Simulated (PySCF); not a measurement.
Species: C₄H₁₁P₂ (charge +1).
Geometry (PBE0-D3(BJ)/def2-SVP, Å), atoms numbered from 1 in this order:
```
atom  x, y, z in Å
C1    -2.683   -0.027    0.299
C2    -1.682    0.823    0.064
C3    -0.396    0.830    0.835
P4     0.964    0.140   -0.165
C5     0.611   -1.570   -0.601
P6     2.849    0.240    0.961
H7    -2.634   -0.781    1.091
H8    -3.607    0.021   -0.283
H9    -1.781    1.579   -0.723
H10   -0.094    1.848    1.137
H11   -0.450    0.213    1.748
H12    1.015    0.885   -1.367
H13    1.361   -1.943   -1.313
H14   -0.390   -1.619   -1.058
H15    0.630   -2.185    0.311
H16    2.921    1.657    0.804
H17    3.620   -0.039   -0.208
```

All values: PBE0/pcSseg-1 (PySCF, non-relativistic), on one gas-phase PBE0-D3(BJ)/def2-SVP geometry that isn't relaxed in the solvent. The solvent is an IEF-PCM continuum (van der Waals radii × 1.2). The model holds no explicit solvent molecules, cavitation or dispersion.

| run | E − E(gas) (kcal/mol) | HOMO (eV) | HOMO–LUMO gap (eV) |
| --- | --- | --- | --- |
| gas | 0.00 | -11.82 | 6.48 |
| P | -54.51 | -8.09 | 6.88 |
| Q | -44.56 | -8.70 | 6.78 |

Problem. The runs were made in acetone and chloroform. Which run belongs to which solvent?

Solution. P = acetone, Q = chloroform. The dielectric constants are 4.711 (chloroform), 20.49 (acetone), and the energy falls further as ε rises. In this model the ground state sees the solvent through ε alone.

Problem. How constant is the ratio of the lowering to 1 − 1/ε?

Solution. 
| solvent | 1 − 1/ε | E − E(gas) (kcal/mol) | ratio (kcal/mol) | polarisation term (kcal/mol) |
| --- | --- | --- | --- | --- |
| chloroform | 0.788 | -44.56 | -56.6 | -45.51 |
| acetone | 0.951 | -54.51 | -57.3 | -56.30 |

The ratio changes by +1.3 % in size from chloroform to acetone. The polarisation term is half the interaction of the solute with the induced surface charges.

Time: 17 s of wall time; peak memory 1.0 GiB. Hardware: an Arm Neoverse V2 with one thread, shared host with 48 logical CPUs at a one-minute load of 30. This is the whole shielding run at PBE0/pcSseg-1 in acetone, SCF included.
